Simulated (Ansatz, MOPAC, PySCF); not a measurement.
Gas-phase reaction in SMILES: Cl[Si](Cl)(Cl)Cl [tetrachlorosilane] -> Cl[Si](Cl)Cl + Cl atom (the Cl-Si bond breaks)

Wanted: bond dissociation energy (enthalpy at 298 K), in kcal/mol. Terms: LANL2DZ with its own core potentials from Na on; spin-orbit terms left out; valence correlation only; non-relativistic; six Cartesian d functions in 6-31G* and its kin unless marked 5d; no dispersion term unless named; 6-311+G** with 5d, 6d on Na to Ar in Ansatz (an electronic-structure program); UHF or UKS for open shells. CBS(X,Y): correlation extrapolated as X^-3; Hartree-Fock from the larger set. [CCSD(T)-MP2]/basis is that difference in the basis named. Ab initio and DFT rows: single points at B3LYP-D3(BJ) geometries (Ansatz), with unscaled harmonic terms from B3LYP/6-31G* (Ansatz) at its own minima. Semi-empirical rows: MOPAC heats of formation at their own minima for 298 K.

Coupled cluster (Ansatz) is a level with limits of its own, used here on species with T1 under 0.025 (0.045 for open shells) and stable references: RI-MP2/CBS(cc-pV(T+d)Z,cc-pV(Q+d)Z)+[CCSD(T)-MP2]/cc-pV(T+d)Z.

Value to compare with, RI-MP2/CBS(cc-pV(T+d)Z,cc-pV(Q+d)Z)+[CCSD(T)-MP2]/cc-pV(T+d)Z (Ansatz): 111.6 kcal/mol.

```json
[
 {"level": "AM1", "program": "MOPAC", "bond dissociation energy (enthalpy at 298 K) (kcal/mol)": "81.6", "difference": "-30.0"},
 {"level": "PM3", "program": "MOPAC", "bond dissociation energy (enthalpy at 298 K) (kcal/mol)": "89.6", "difference": "-22.0"},
 {"level": "PM6", "program": "MOPAC", "bond dissociation energy (enthalpy at 298 K) (kcal/mol)": "98.1", "difference": "-13.5"},
 {"level": "HF/LANL2DZ", "program": "Ansatz", "bond dissociation energy (enthalpy at 298 K) (kcal/mol)": "47.7", "difference": "-63.9"},
 {"level": "HF/6-311+G**", "program": "Ansatz", "bond dissociation energy (enthalpy at 298 K) (kcal/mol)": "77.3", "difference": "-34.3"},
 {"level": "PBE/STO-3G", "program": "Ansatz", "bond dissociation energy (enthalpy at 298 K) (kcal/mol)": "97.5", "difference": "-14.1"},
 {"level": "PBE/6-311+G**", "program": "Ansatz", "bond dissociation energy (enthalpy at 298 K) (kcal/mol)": "100.1", "difference": "-11.5"},
 {"level": "BP86/6-31G* (5d)", "program": "PySCF", "bond dissociation energy (enthalpy at 298 K) (kcal/mol)": "99.7", "difference": "-11.9"},
 {"level": "B3LYP/6-31G*", "program": "Ansatz", "bond dissociation energy (enthalpy at 298 K) (kcal/mol)": "96.9", "difference": "-14.7"},
 {"level": "B3LYP/cc-pVDZ", "program": "Ansatz", "bond dissociation energy (enthalpy at 298 K) (kcal/mol)": "94.8", "difference": "-16.8"},
 {"level": "PBE0/6-311+G**", "program": "Ansatz", "bond dissociation energy (enthalpy at 298 K) (kcal/mol)": "101.1", "difference": "-10.5"},
 {"level": "M06-2X/6-31G* (5d)", "program": "PySCF", "bond dissociation energy (enthalpy at 298 K) (kcal/mol)": "103.5", "difference": "-8.1"},
 {"level": "B3PW91/6-31G* (5d)", "program": "PySCF", "bond dissociation energy (enthalpy at 298 K) (kcal/mol)": "99.6", "difference": "-12.0"},
 {"level": "PBE/def2-TZVPD", "program": "Ansatz", "bond dissociation energy (enthalpy at 298 K) (kcal/mol)": "104.5", "difference": "-7.1"},
 {"level": "wB97X-V/def2-TZVPD", "program": "Ansatz", "bond dissociation energy (enthalpy at 298 K) (kcal/mol)": "110.3", "difference": "-1.3"}
]
```

Among the 13 habitual levels, HF/LANL2DZ lies farthest from RI-MP2/CBS(cc-pV(T+d)Z,cc-pV(Q+d)Z)+[CCSD(T)-MP2]/cc-pV(T+d)Z (Ansatz) (-63.9 kcal/mol) and M06-2X/6-31G* (5d) nearest (-8.1); 0 of 13 lie above it, and their mean absolute difference is 20.3 kcal/mol, the median 14.1. One case shows no general order.

The levels are drawn from those run, B3LYP/6-31G* more often than the rest, none by its result; left out are runs that failed, that the program found above a lower state of the same kind, or whose <S^2> lies over 0.5 above the pure value.
